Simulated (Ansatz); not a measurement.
A calculation with Ansatz (development build ahead of 0.2.0).

```yaml
crystal:
  periodic: [false, false, false]
  atoms:
    - { symbol: C, position_ang: [0.66784, 0.78334, 0.0] }
    - { symbol: C, position_ang: [-0.66784, 0.78334, 0.0] }
    - { symbol: C, position_ang: [-0.66784, -0.78334, 0.0] }
    - { symbol: C, position_ang: [0.66784, -0.78334, 0.0] }
    - { symbol: H, position_ang: [1.44083, 1.55321, 0.0] }
    - { symbol: H, position_ang: [-1.44083, 1.55321, 0.0] }
    - { symbol: H, position_ang: [-1.44083, -1.55321, 0.0] }
    - { symbol: H, position_ang: [1.44083, -1.55321, 0.0] }
basis:
  gaussian: { orbitals: def2-TZVP }
hamiltonian:
  xc: hf
correlation:
  method: mp2
  frozen_orbitals: { C: 1, H: 0 }
```

The input is written out in the form of the current development build from the run's settings.

The run gave:

```yaml
Converged: yes
Reference_energy: -153.69846 hartree
Correlation_energy: -0.62076 hartree
Total_energy: -154.31922 hartree
Spin_squared_of_the_determinant: 0.000
```

Caution: in another basis set an unrestricted determinant lies well below.
